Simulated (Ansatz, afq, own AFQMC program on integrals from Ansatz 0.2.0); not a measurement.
Where AFQMC and coupled cluster stand for AlGeH2⁺, singlet

```xyz
4

Ge   -0.0108    0.0000    0.6644
Al   -0.0327    0.0000   -1.7631
H     0.8273   -1.0534   -0.3408
H     0.8273    1.0534   -0.3408
```

Connectivity, by distances: Ge–Al, 2 bridging H.

Basis cc-pVDZ. Only valence electrons are correlated. Ansatz 0.2.0 and our own AFQMC program on the same integrals; the CISD trial comes from CCSD amplitudes, and released means the phaseless constraint is let go. Error bars are statistical, one sigma. No spin–orbit coupling.

Determinant: RHF, the one that the program's search chose, which needn't be the lowest solution. The geometry is a PBE0/def2-TZVP stationary point of this or a neighbouring charge and spin state.

No full CI on the walks' own integrals is used here; CCSDT(Q) serves as the reference and is uncertain by about the last step of the cluster series.

Cautions: no relativity below Rb; no spin-orbit coupling; inner d shell frozen; restricted determinant unstable towards unrestricted (UHF 116 meV lower, ⟨S²⟩ 0.46); raised T1 diagnostic (T1 0.026, weight of the determinant 0.85, largest double 0.12); the released energies are still falling, so no released level is given (meV from the phaseless value at times in 1/Eh: -14 ± 14 at 0.24, -20 ± 12 at 0.51, -28 ± 12 at 0.99, -34 ± 11 at 1.62, -42 ± 13 at 2.40), though the last usable value meets CCSDT(Q) within the noise.

The T1 diagnostic is 0.0255, the weight of the determinant in the CISD state is 0.851 and the size of the correlated space is 8 electrons in 36 orbitals.

```
  level  correlation energy (eV)
    MP2                  -3.6781
   CCSD                  -4.6123
CCSD(T)                  -4.8019
```

Problem. Estimate where phaseless AFQMC with a CISD trial lies against CCSD(T) on the same integrals.

Solution. 1.6 ± 1.1 kJ/mol below CCSD(T). The gap is under twice the noise, so this walk alone can't tell the two apart.

Reference: CCSDT(Q), correlation energy -4.850 eV.

```
        level  E − E(reference) (kJ/mol)  share of correlation (%)
      CCSD(T)                        4.7                     99.00
        CCSDT                        1.3                     99.73
ph-AFQMC/CISD                  3.1 ± 1.1                     99.34
```

A walk keeps the symmetry of its determinant, which the program's search chose and which needn't be the lowest solution, so a lower state of the same spin and another symmetry isn't excluded.
